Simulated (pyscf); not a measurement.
PySCF, gas phase, ωB97X-D3(BJ)/def2-SVP geometries.

**Question.** How much does it cost (ΔH, 298 K, ωB97M-D3(BJ)/def2-TZVP) to split H₂N–Ta(=O)(F)–F (SMILES [NH2][Ta](=[O])([F])[F]) at its N–Ta bond into NH₂• + [O=Ta(F)–F]•?

**Answer.** N–Ta to NH₂• + [O=Ta(F)–F]•: 4.59 eV. The 7 functionals that were run give +4.48 (r²SCAN) to +4.77 eV (ωB97X-D3(BJ)/def2-TZVP). The radicals are drawn with the spin at the cut bond; how far it spreads was not checked. Other isomers of [O=Ta(F)–F]• were not searched in full and may lie lower. Open-shell species with a d-block atom are single-reference here; other states, and whether the spin sits on metal or ligand, were not checked. Elements past Kr carry the def2 core potentials, without spin-orbit coupling.
